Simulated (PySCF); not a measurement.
H2S, SMILES `S`, neutral singlet in the gas phase. 

Cartesian coordinates (Å):
SMILES: S
```xyz
3

S     -0.0235     0.6236     0.0000
H     -0.9586    -0.3484     0.0000
H      0.9821    -0.2752     0.0000
```
Charge 0, spin multiplicity 1.

All levels are single points at this geometry (PBE0-D3(BJ)/def2-SVP); Pople sets use spherical d functions. Orbital energies aren't observables, and empty levels follow the basis.

M06-2X/6-31G* in PySCF gives gap (eV) = 10.38.

Q: Estimate the gap (eV) from each of these levels: B3LYP-D3(BJ)/def2-TZVP in PySCF; M06-2X/def2-TZVP in PySCF; B3LYP/6-31G* in PySCF; BP86/6-31G* in PySCF; HF/STO-3G in PySCF.

A: 
| level | gap (eV) |
|---|---|
| B3LYP-D3(BJ)/def2-TZVP in PySCF | 7.47 |
| M06-2X/def2-TZVP in PySCF | 10.18 |
| B3LYP/6-31G* in PySCF | 7.63 |
| BP86/6-31G* in PySCF | 5.84 |
| HF/STO-3G in PySCF | 20.08 |
